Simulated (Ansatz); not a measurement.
Ideal-gas functions of `[BH3-][NH3+]` at 400 K and 1 bar, from an Ansatz frequency run at PBE0-D4/def2-TZVP.

Molar mass 30.87 g/mol, point group C3v (symmetry number 3), electronic degeneracy 1, moments of inertia 6.853, 27.987, 27.987 u Å². Harmonic wavenumbers (cm⁻¹, unscaled): 273, 653, 653, 698, 1071, 1071, 1178, 1178, 1183, 1328, 1665, 1665, 2444, 2505, 2505, 3485, 3592, 3592.

Use S(trans) = R[1.5 ln M + 2.5 ln T − 1.1517]; rotational temperatures θ = 24.2544 K / I; S(rot) = R[ln(√π/σ · √(T³/θAθBθC)) + 1.5]; for each mode x = 1.438777 ν̃/T, S = R[x/(eˣ − 1) − ln(1 − e⁻ˣ)] and H = RT x/(eˣ − 1); 1 cm⁻¹ = 0.0119627 kJ/mol; R = 8.31446 J/(mol·K).

Q: By hand: the entropy, in J/(mol·K).

A: Translation 157.7. Rotation: θ = 3.5392, 0.8666, 0.8666 K, giving 78.8. Vibration, mode by mode: 8.79, 2.90, 2.90, 2.55, 0.87, 0.87, 0.64, 0.64, 0.63, 0.41, 0.15, 0.15, 0.01, 0.01, 0.01, 0.00, 0.00, 0.00, in all 21.5. Electronic 0.0. Sum 258.0 J/(mol·K).

Q: By hand: H − E and G − E in kJ/mol, counted from the electronic energy.

A: Zero-point energy ½ × 30739 × 0.0119627 = 183.9; thermal vibration 5.8; translation, rotation and pV give 4 RT = 13.3. H − E = 203.0 kJ/mol, and G − E = 203.0 − 400 × 258.0/1000 = 99.8 kJ/mol.

Vibration gives 8 % of the entropy.
